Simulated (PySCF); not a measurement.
Protonation sites of phosphorous nitride

Molecule: phosphorous nitride, `N#P` (NP). Optimised structure (Å), atoms numbered from 1:
```
N     0.7470   -0.0061   -0.0053
P    -0.7415    0.0086   -0.0230
```

Energies: ωB97X-D3(BJ)/def2-TZVP (PySCF, density fitting, integration grid level 2) on PBE0-D3(BJ)/def2-SVP structures. Zero-point and thermal terms (298.15 K, 1 bar) come from unscaled PBE0-D3(BJ)/def2-SVP harmonic frequencies, with soft modes damped to free rotors in the entropy.

```csv
site,product,PA / eV,GB / eV,gas share,above best in DMF / eV
N1 (nitrogen),[NH+]#P,8.43,8.10,> 99.9 %,0.000
P2 (phosphorus),N#[PH+],4.36,4.09,< 0.1 %,3.470
```

PA is −ΔH and GB is −ΔG of B + H⁺ → BH⁺ in the gas phase. Shares are Boltzmann weights among the listed products; an error of 10 kJ/mol changes a ratio about 56-fold. Values in solvent are IEF-PCM free energies relative to the most favourable product.

Of the listed sites N1 (nitrogen) is favoured in the gas phase, 4.01 eV ahead of P2 in free energy.

In DMF the product from N1 is solvated 2.77 eV more strongly than the parent (electrostatics only).

Measured values (NIST Chemistry WebBook, evaluated or the median of agreeing entries): proton affinity (−ΔH) 789 kJ/mol (computed 813, difference 24); gas-phase basicity (−ΔG) 757 kJ/mol (computed 782, difference 25). These are compared with the most favourable site that keeps the skeleton.
